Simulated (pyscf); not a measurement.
Thermochemistry of product channels of H₃Si–Cl + H• on the doublet surface, in kJ/mol, from ωB97M-D3(BJ)/def2-TZVP energies (ideal gas, 1 atm, RRHO with modes under 100 cm⁻¹ raised to 100, one conformer, R ln 2 for chiral ones without a mode under 150 cm⁻¹). Optimised with ωB97X-D3(BJ)/def2-SVP in PySCF.

```csv
products,ΔE,ΔH(298 K),ΔG(298 K),ΔG(900 K)
SiH₂ [singlet] + Cl• + H₂,(withheld),+310.0,+270.6,+189.6
•H₂Si–Cl + H₂,-47.8,-45.0,-53.2,(withheld)
```

Task: What belongs in the gaps?

Result: 
- SiH₂ [singlet] + Cl• + H₂, ΔE: +315.0
- •H₂Si–Cl + H₂, ΔG(900 K): -69.9

These are energies of the channels, which say nothing of barriers. Left out: orbital degeneracy and the spin-orbit lowering of Cl.
